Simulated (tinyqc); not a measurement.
UHF in the sto-6g basis, for BH2+, spin multiplicity 1, step by step. This run ends on a higher stationary point, not on the lowest solution. One step of it, computed by the program tinyqc.

Problem. Iteration 2: DIIS coefficients. Solve [B -1; -1 0][c; lambda] = [0; -1] for the coefficients, which sum to one.

B (overlaps of the stored error matrices):
```
               1              2
1  4.1075427e-01  2.3466459e-01
2  2.3466459e-01  1.3800039e-01
```

Give: DIIS coefficients.

Solution.

DIIS coefficients: -1.217  2.217
